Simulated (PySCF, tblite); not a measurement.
Potential energy curve for BeH, doublet. Each curve is given relative to its own lowest point near equilibrium.

```tsv
R / Å	A	B	C	D
1.02	31.0	30.1	21.9	33.4
1.07	20.5	19.9	13.3	22.6
1.14	10.3	10.0	5.7	12.0
1.22	3.5	3.4	1.4	4.7
1.27	1.3	1.2	0.3	2.0
1.32	0.2	0.2	0.0	0.5
1.36	0.0	0.0	0.3	0.1
1.38	0.1	0.1	0.5	0.0
1.45	1.4	1.3	2.1	0.7
1.51	3.4	3.2	3.9	2.1
1.59	7.0	6.5	6.8	4.9
1.70	13.1	12.1	11.1	9.8
1.85	22.6	20.8	17.9	17.5
2.01	33.1	30.2	25.7	25.8
2.25	44.8	42.7	37.3	36.5
2.43	49.4	48.8	45.7	42.0
2.72	52.4	53.1	57.9	46.2
2.99	53.0	54.6	66.8	46.8
3.31	52.9	55.4	73.5	46.6
3.64	52.6	55.7	77.1	46.4
4.04	52.3	55.8	79.2	46.2
4.69	52.2	55.9	80.5	46.1
5.42	52.2	55.9	80.8	46.1
```

Energies in kcal/mol.

Which curve belongs to which method? The methods are PySCF with CASSCF(3,3)/cc-pVDZ; GFN2-xTB, 300 K electronic temperature run with tblite; restricted open-shell B3LYP/cc-pVDZ run with PySCF; PySCF 2.14.0 with MP2 on UHF/cc-pVDZ.

A is UMP2; B is ROKS-B3LYP; C is GFN2-xTB; D is CASSCF(3,3).

The unrestricted determinant behind UMP2 is spin-contaminated at 2.01 to 5.42 Å (<S²> up to 1.0, against 0.75 for a pure doublet).
